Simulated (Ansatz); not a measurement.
## GaH⁻, quartet in aug-cc-pVDZ: errors against full CI

Geometry: a PBE0/def2-TZVPD stationary point for this spin. The doublet lies 1.4 eV lower here.

```xyz
2

Ga    0.0000    0.0000    0.0000
H     0.0000    0.0000    1.6026
```

Basis aug-cc-pVDZ; Ansatz 0.2.0. Only valence electrons are correlated (noble-gas cores and the filled d shells of p-block atoms frozen), which leaves 5 electrons in 31 orbitals. R marks a restricted (for open shells ROHF) determinant, U an unrestricted one. Active spaces: valence = (5e, 5o) chosen from the atoms' valence shells. No spin–orbit coupling is included, and no scalar relativity.

Full CI is exact within this basis and frozen core; it isn't the basis-set limit. The frozen core follows each run's orbitals, which can shift R against U totals by a few meV for light atoms and by up to 0.1 eV past Ca.

For open shells CISD and CISDTQ are restricted-active-space CI with the open shells as a complete middle space.

* UHF ⟨S²⟩: 3.755
* T1 diagnostic (RCCSD): 0.0325
* largest doubles amplitude (RCCSD): 0.057

```csv
level,E − E(full CI) (kJ/mol),share of correlation (%),wall time
RHF,172.0,0.00,–
RMP2,49.3,71.34,–
CISD,7.4,95.72,1.5 s
RCCSD,6.8,96.05,–
RCCSD(T),1.9,98.91,3.9 s
BCCD(T),1.9,98.92,2.8 s
RCCSDT,0.0,99.97,–
CISDTQ,0.1,99.97,12 s
RCCSDT(Q),-0.1,100.05,6.5 s
CASSCF (valence space),128.8,25.09,–
NEVPT2 (valence space),46.1,73.21,1.8 s
MRCISD (valence space),7.1,95.87,–
MRCISD+Q (valence space),0.9,99.46,2 s
```

The correlation energy at full CI, counted from RHF, is -1.782 eV. That run took 20 s on 1 thread of Arm Neoverse V1, shared host over 243,572 determinants.

Run but not shown, since their state, orbitals or frozen core can't be matched to the reference's or they repeat it: UHF, UMP2, UCCSD, UCCSD(T), UCCSDT, UCCSDT(Q).

Times hold each run's SCF and search for its determinant on a shared host, so for small cases they say little of a method's own cost; they ran on 1 thread of Arm Neoverse V1. Some runs computed forces too.

The full-CI state has the irrep A2 of C2v, in the program's axes (one component, if the state is degenerate).

Natural occupations of full CI about the gap: 1.933 0.992 0.975 0.975 0.028 0.015 0.015 0.010 0.010 0.009; effectively unpaired electrons, Σ n²(2−n)², 3.02.
